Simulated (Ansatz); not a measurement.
Basis-set extrapolation for C₂H₄OS (`C=C(O)S`) (PBE0-D4/def2-TZVP geometry, frozen core, Ansatz). Multiplicity 1, RHF reference.

```csv
,def2-TZVPP,def2-QZVPP
HF,-550.502598,-550.521055
MP2 correlation,-0.740477,-0.796735
CCSD(T) correlation,-0.806731,not run
```

Energies in hartree. Use E(X) = E(∞) + A·exp(−7.88·√X) for Hartree–Fock and E(X) = E(∞) + B·X^(−2.97) for correlation, with X = 3 and 4, and add CCSD(T) minus MP2 of the smaller set to the MP2 limit.

Task: What is the CCSD(T) energy at the basis-set limit?

Result: HF limit: -550.521055 + (-0.018457) × 0.13774 = -550.52360. MP2 limit: -0.796735 + (-0.056258) × 0.74074 = -0.83841. Higher-order term: -0.806731 − (-0.740477) = -0.06625. Total: -551.42826 hartree, 312.3 kJ/mol below CCSD(T)/def2-TZVPP.
